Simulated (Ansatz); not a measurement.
Born–Oppenheimer molecular dynamics of BH3OSi (6 atoms, charge 0, multiplicity 1). It starts at the highest image of a converged band. Of that band: The profile has 2 maxima (images 3, 7) with wells between them (image 5): this band takes more than one step, which may be the mechanism or a detour left from its start path. A vibrational analysis at the climbing image gives one clearly imaginary mode, 1566i cm⁻¹: a first-order saddle point.

Computed with RKS B3LYP/6-31G* in Ansatz.

```json
{"ensemble": "NVE (velocity Verlet)", "time step": "0.5 fs", "steps asked": "200", "starting velocities drawn for": "300 K", "seed": "7487"}
```

First frame:

```xyz
6
Properties=species:S:1:pos:R:3
B -0.797 -0.376 -0.278
O -0.077 -0.890 0.711
Si 0.397 1.194 0.091
H -1.580 -0.955 -0.956
H 1.507 0.915 -0.916
H 0.592 0.048 1.302
```

(1) How far do the bonds stretch over the last three quarters of this one trajectory? (Pairs bonded in most of those frames.)

Results:

(1) 
| bond | mean (Å) | spread (Å) | shortest | longest |
| --- | --- | --- | --- | --- |
| B1–O2 | 1.307 | 0.035 | 1.24 | 1.36 |
| B1–Si3 | 2.056 | 0.131 | 1.86 | 2.29 |
| B1–H4 | 1.227 | 0.062 | 1.12 | 1.40 |
| O2–Si3 | 1.987 | 0.194 | 1.67 | 2.25 |
| Si3–H5 | 1.509 | 0.018 | 1.47 | 1.54 |
| Si3–H6 | 1.531 | 0.065 | 1.41 | 1.66 |

Mean temperature of the second half: 2387 K. The conserved energy stayed within 0.49 meV per atom of its start (net change -0.42 meV per atom), so the integration is sound. The system heated up, since it started high on the potential surface and ran downhill. A run of 0.1 ps of so small a system gives no equilibrium averages. The orbitals stay closed-shell, which can raise the energy where a bond breaks towards radicals; this wasn't checked here.

Run time: 5 min on 1 thread of Arm Neoverse V1, with other jobs on the host, peak memory 0.098 GiB.
